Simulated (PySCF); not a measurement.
C4H10, SMILES CC(C)C. Heavy atoms are numbered as in [CH3:1][CH:2]([CH3:3])[CH3:4]. Hydrogens are named by the atom that carries them.

The structure is a stationary point at r2SCAN-D4/def2-SVP.

All values below come from B3LYP/pcSseg-1 (PySCF).

GIAO shieldings, no solvent; atoms alike by connectivity are averaged. δ = σ(ref) − σ: ¹³C against TMS (σ = 181.3 ppm); ¹H against TMS (σ = 31.68 ppm), references at their B3LYP-D3(BJ)/def2-TZVP geometries, non-relativistic.

Computed chemical shifts:
| nucleus | atoms | count | δ (ppm) |
|---|---|---|---|
| ¹³C | C2 (CH) | 1 | 30.6 |
| ¹³C | C1 (CH3) | 3 | 29.1 |
| ¹H | H on C2 | 1 | 1.86 |
| ¹H | H on C1 | 9 | 1.26 |
